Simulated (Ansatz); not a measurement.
Relaxation of BH$_{7}$OSi (10 atoms, charge 0, multiplicity 1), to a largest force component of 0.03 eV/Å in at most 50 steps.

Level of theory: RKS PBE-D4/cc-pVDZ in Ansatz 0.2.0.

```xyz
10
Properties=species:S:1:pos:R:3
B 0.233 0.465 -0.268
H -0.598 -0.335 1.827
O 1.461 -0.099 -0.486
H 1.395 -0.988 -0.887
H -0.783 -0.138 -0.586
Si 0.192 2.287 0.502
H 1.183 2.452 1.639
H 0.548 3.333 -0.539
H -1.179 2.645 1.037
H -0.230 0.213 2.122
```

Q: Where does it end, and by what steps?

A: The run converged. The force dipped under the threshold on the way, but the program's further checks kept it going. After 16 steps the energy has fallen by 0.154 eV; H10 moved furthest, 0.82 Å.

```json
{"step": "0", "energy less start (eV)": "0.0000", "largest force component (eV/Å)": "1.474", "accepted": "yes"}
{"step": "1", "energy less start (eV)": "-0.1131", "largest force component (eV/Å)": "0.393", "accepted": "yes"}
{"step": "2", "energy less start (eV)": "-0.1346", "largest force component (eV/Å)": "0.183", "accepted": "yes"}
{"step": "3", "energy less start (eV)": "-0.1400", "largest force component (eV/Å)": "0.100", "accepted": "yes"}
{"step": "4", "energy less start (eV)": "-0.1414", "largest force component (eV/Å)": "0.059", "accepted": "yes"}
{"step": "5", "energy less start (eV)": "-0.1431", "largest force component (eV/Å)": "0.082", "accepted": "yes"}
{"step": "6", "energy less start (eV)": "-0.1460", "largest force component (eV/Å)": "0.033", "accepted": "yes"}
{"step": "7", "energy less start (eV)": "-0.0262", "largest force component (eV/Å)": "2.023", "accepted": "no"}
{"step": "8", "energy less start (eV)": "-0.1480", "largest force component (eV/Å)": "0.049", "accepted": "yes"}
{"step": "9", "energy less start (eV)": "-0.1448", "largest force component (eV/Å)": "0.504", "accepted": "no"}
{"step": "10", "energy less start (eV)": "-0.1487", "largest force component (eV/Å)": "0.101", "accepted": "yes"}
{"step": "11", "energy less start (eV)": "-0.1488", "largest force component (eV/Å)": "0.209", "accepted": "yes"}
{"step": "12", "energy less start (eV)": "-0.1517", "largest force component (eV/Å)": "0.025", "accepted": "yes"}
{"step": "13", "energy less start (eV)": "-0.1525", "largest force component (eV/Å)": "0.110", "accepted": "yes"}
{"step": "14", "energy less start (eV)": "-0.1529", "largest force component (eV/Å)": "0.156", "accepted": "yes"}
{"step": "15", "energy less start (eV)": "-0.1535", "largest force component (eV/Å)": "0.110", "accepted": "yes"}
{"step": "16", "energy less start (eV)": "-0.1542", "largest force component (eV/Å)": "0.014", "accepted": "yes"}
```

```xyz
10
Properties=species:S:1:pos:R:3
B 0.332 0.568 -0.424
H -1.028 -0.363 2.342
O 1.491 -0.146 -0.321
H 1.425 -1.019 -0.757
H -0.634 0.098 -1.010
Si 0.264 2.431 0.392
H 1.429 2.745 1.302
H 0.246 3.467 -0.714
H -1.017 2.620 1.178
H -0.286 -0.566 2.373
```

Whether the end is a true minimum wasn't checked by a vibrational analysis.

Run time: 15 s on 1 thread of AMD EPYC 9R45 96-Core Processor (Zen 5) (shared host), peak memory 0.14 GiB.
